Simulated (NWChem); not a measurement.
# C4H4F2 (SMILES F/C=C\C=C/F) at 4 levels

We compute a comparison of 4 runs (HF/STO-3G, HF/3-21G, B3LYP/6-31G*) of C4H4F2. 

The results are computed with NWChem 7.3.0.

## 1. The structure to begin with

The species is C4H4F2 (10 atoms), meant as a singlet with charge 0. As SMILES, `F/C=C\C=C/F`. The coordinates come from a PBE0-D4/def2-TZVP relaxation. This is one conformer, not always the lowest.

Bond lengths: F1–C2 1.337 Å, C2–C3 1.327 Å, C3–C4 1.443 Å, C4–C5 1.327 Å, C5–F6 1.337 Å, C2–H7 1.083 Å, C3–H8 1.083 Å, C4–H9 1.083 Å, C5–H10 1.083 Å. Some angles: F1–C2–C3 122.2°, C2–C3–C4 124.4°, C3–C4–C5 124.4°, C4–C5–F6 122.2°, F1–C2–H7 112.5°, C3–C2–H7 125.3°, C2–C3–H8 116.7°, C4–C3–H8 118.9°, C3–C4–H9 118.9°, C5–C4–H9 116.7°.

## 2. Energy and forces at HF/STO-3G (run 1)

work.xyz

```xyz
10
C4H4F2 hf
F      1.945000    -1.258400     0.915000
C      1.434900    -0.040700     1.126000
C      0.352300     0.391600     0.491200
C     -0.387200    -0.379400    -0.478600
C     -1.469900     0.052700    -1.113300
F     -1.980000     1.270500    -0.902300
H      2.000700     0.524600     1.855700
H      0.016000     1.393000     0.730000
H     -0.050800    -1.380800    -0.717500
H     -2.035800    -0.512500    -1.842800
```

run.py

```python
from ase.io import read
from ase.calculators.nwchem import NWChem

system = read('work.xyz')

calc = NWChem(
    label='work',
    theory='scf',
    memory='2200 mb',
    basis='STO-3G',
    basispar='spherical bse',
    scf={'nopen': '0', 'rhf': None, 'thresh': '1e-08', 'maxiter': '80'},
)
system.calc = calc

forces = system.get_forces()
print("Total energy (eV):", round(system.get_potential_energy(), 6))
print("forces (eV/A):")
for s, f in zip(system.symbols, forces):
    print(f"{s:2s} {f[0]:10.5f} {f[1]:10.5f} {f[2]:10.5f}")
print("dipole (e A):", system.get_dipole_moment().round(4))
```

Launch:

```console
$ export ASE_NWCHEM_COMMAND="nwchem PREFIX.nwi > PREFIX.nwo"
$ python run.py
```

Output:

```text
Total energy (eV): -9467.79897
forces (eV/A):
F     0.42804   -1.01240   -0.17180
C    -0.69985    0.21093   -0.44547
C     1.24426    1.10156    1.53289
C    -1.24215   -1.10588   -1.53366
C     0.69949   -0.20013    0.44984
F    -0.42660    1.00798    0.17129
H    -0.02304    0.51191    0.23927
H    -0.14578   -0.08315   -0.15601
H     0.14511    0.08510    0.15715
H     0.02057   -0.51592   -0.24359
dipole (e A): [ 0.0001 -0.0001  0.0001]
```

The calculator wrote work.nwi:

```
title "work"

permanent_dir work

scratch_dir work

start work

geometry units angstrom nocenter noautosym noautoz
  F  1.9450000000000001e+00 -1.2584000000000000e+00 9.1500000000000004e-01
  C  1.4349000000000001e+00 -4.0700000000000000e-02 1.1259999999999999e+00
  C  3.5230000000000000e-01 3.9160000000000000e-01 4.9120000000000003e-01
  C  -3.8719999999999999e-01 -3.7940000000000002e-01 -4.7860000000000003e-01
  C  -1.4699000000000000e+00 5.2699999999999997e-02 -1.1133000000000000e+00
  F  -1.9800000000000000e+00 1.2705000000000000e+00 -9.0229999999999999e-01
  H  2.0007000000000001e+00 5.2459999999999996e-01 1.8556999999999999e+00
  H  1.6000000000000000e-02 1.3930000000000000e+00 7.2999999999999998e-01
  H  -5.0799999999999998e-02 -1.3808000000000000e+00 -7.1750000000000003e-01
  H  -2.0358000000000001e+00 -5.1249999999999996e-01 -1.8428000000000000e+00
end

memory 2200 mb

basis spherical bse noprint
   * library STO-3G
end

scf
  nopen 0
  rhf
  thresh 1e-08
  maxiter 80
end

task scf gradient
```

work.nwo:

```text
Northwest Computational Chemistry Package (NWChem) 7.3.0
             --------------------------------------------------------

           Job information
           ---------------

    nwchem branch   = 7.3.0
    use scalapack   = T
    input           = work.nwi
    prefix          = work.
    data base       = work/work.db
    status          = startup
    nproc           =        1

           Memory information
           ------------------

[... 5 lines left out ...]
    hardfail = no
[... 133 lines left out ...]
         Quadratically convergent ROHF
[... 15 lines left out ...]
       Final RHF  results
[... 4 lines left out ...]
      Two-electron energy =    344.119079280983
[... 42 lines left out ...]
                       ROHF Final Molecular Orbital Analysis
[... 235 lines left out ...]
                 ----------------------------------------
                 |  Time  |  1-e(secs)   |  2-e(secs)   |
                 ----------------------------------------
                 |  CPU   |       0.00   |       0.17   |
                 ----------------------------------------
                 |  WALL  |       0.00   |       0.17   |
                 ----------------------------------------

 Task  times  cpu:        1.8s     wall:        1.8s
 Total times  cpu:        1.8s     wall:        1.8s
```

Run time: 2.7 s. Hardware: 1 thread of Intel Xeon 6975P-C (Granite Rapids), shared host; peak memory 0.096 GiB.

## 3. Energy and forces at HF/3-21G (run 2)

run.nw

```
start run
title "C4H4F2 gradient"
memory 2200 mb
charge 0

geometry noautosym nocenter noautoz
 F     1.945000   -1.258400    0.915000
 C     1.434900   -0.040700    1.126000
 C     0.352300    0.391600    0.491200
 C    -0.387200   -0.379400   -0.478600
 C    -1.469900    0.052700   -1.113300
 F    -1.980000    1.270500   -0.902300
 H     2.000700    0.524600    1.855700
 H     0.016000    1.393000    0.730000
 H    -0.050800   -1.380800   -0.717500
 H    -2.035800   -0.512500   -1.842800
end

basis "ao basis" spherical bse
 * library 3-21G
end

scf
 nopen 0
 rhf
 thresh 1e-08
 maxiter 80
 print medium
end

task scf gradient
```

Launch:

```console
$ nwchem run.nw > run.out
```

Output:

```text
[...]
  functions       =    62
[...]
  wavefunction    = RHF
[...]
         Total SCF energy =   -350.699351147186
      One-electron energy =   -904.727771415455
      Two-electron energy =    341.426612374532
 Nuclear repulsion energy =    212.601807893738
        Time for solution =      1.9s
[...]
                         RHF ENERGY GRADIENTS
    atom               coordinates                        gradient
                 x          y          z           x          y          z
   1 F       3.675517  -2.378031   1.729099   -0.008374   0.023809   0.005375
   2 C       2.711568  -0.076912   2.127831    0.019313  -0.030154   0.000051
   3 C       0.665750   0.740017   0.928233   -0.017218  -0.011524  -0.019343
   4 C      -0.731702  -0.716962  -0.904423    0.017188   0.011594   0.019353
   5 C      -2.777708   0.099589  -2.103832   -0.019309   0.029988  -0.000115
   6 F      -3.741657   2.400897  -1.705100    0.008355  -0.023744  -0.005368
   7 H       3.780775   0.991350   3.506765    0.008359   0.003666   0.008424
   8 H       0.030236   2.632388   1.379500   -0.000743   0.008330   0.003594
   9 H      -0.095998  -2.609334  -1.355878    0.000754  -0.008358  -0.003612
  10 H      -3.847104  -0.968485  -3.482387   -0.008325  -0.003607  -0.008360
[...]
```

It took 2.7 s on 1 thread of Intel Xeon 6975P-C (Granite Rapids), shared host; peak memory 0.096 GiB.

Run 3 isn't shown in full; the table further down has it.

## 4. Energy and forces at B3LYP/6-31G(d) (Cartesian functions) (run 4)

c4h4f2.nw

```
echo
start c4h4f2
memory 2200 mb

geometry units angstroms noautosym nocenter noautoz
  F        1.945000      -1.258400       0.915000
  C        1.434900      -0.040700       1.126000
  C        0.352300       0.391600       0.491200
  C       -0.387200      -0.379400      -0.478600
  C       -1.469900       0.052700      -1.113300
  F       -1.980000       1.270500      -0.902300
  H        2.000700       0.524600       1.855700
  H        0.016000       1.393000       0.730000
  H       -0.050800      -1.380800      -0.717500
  H       -2.035800      -0.512500      -1.842800
end

basis "ao basis" cartesian
  F library 6-31G*
  C library 6-31G*
  H library 6-31G*
end

dft
  xc b3lyp
  grid fine
  convergence energy 1e-08
  maxiter 100
  mulliken
  noprint "final vectors analysis"
end

task dft gradient
```

Launch:

```console
$ nwchem c4h4f2.nw > c4h4f2.out
```

Output:

```text
[...]
          Wavefunction type:  closed shell.
          No. of atoms     :    10
          No. of electrons :    46
[...]
          Charge           :     0
          Spin multiplicity:     1
[...]
          AO basis - number of functions:    98
[...]
              XC Information
              --------------
                         B3LYP Method XC Potential
                     Hartree-Fock (Exact) Exchange  0.200
                        Slater Exchange Functional  0.800 local
                    Becke 1988 Exchange Functional  0.720 non-local
              Lee-Yang-Parr Correlation Functional  0.810
                  VWN I RPA Correlation Functional  0.190 local
[...]
 d= 0,ls=0.0,diis     1   -354.3542378287 -5.67D+02  1.40D-02  9.79D-01     1.7
[...]
 d= 0,ls=0.0,diis     8   -354.4554490817 -7.70D-10  4.29D-06  2.56D-07    11.4
         Total DFT energy =     -354.455449081655
      One electron energy =     -908.202191381676
           Coulomb energy =      385.264334248479
    Exchange-Corr. energy =      -44.119399842196
 Nuclear repulsion energy =      212.601807893738
[...]
  wavefunction    = closed shell
[...]
```

Wall time 15 s (1 thread of Intel Xeon 6975P-C (Granite Rapids), shared host); peak memory 0.12 GiB.

## 5. Overview of the runs

| run | level | iteration cap | module | energy (Eh) | dipole moment (D) | largest force (eV/Å) | wall time |
| --- | --- | --- | --- | --- | --- | --- | --- |
| 1 | HF/STO-3G | 80 | scf | -347.935197 | 0.00 | 2.262 | 2.7 s |
| 2 | HF/3-21G | 80 | scf | -350.699351 | 0.00 | 1.841 | 2.7 s |
| 3 | B3LYP/6-31G* (spherical functions) | 100 | dft | -354.450294 | – | 0.550 | 14 s |
| 4 | B3LYP/6-31G* (Cartesian functions) | 100 | dft | -354.455449 | 0.00 | 0.562 | 15 s |

## 6. Results

| quantity | value |
| --- | --- |
| run 4: total energy | -354.45545 Eh |
| run 4: dipole moment | 0.00 D |
| run 4: largest force on an atom | 0.562 eV/Å |

In run 1 the basis is minimal, so the values are rough. All runs together took 34 s, the longest 15 s.
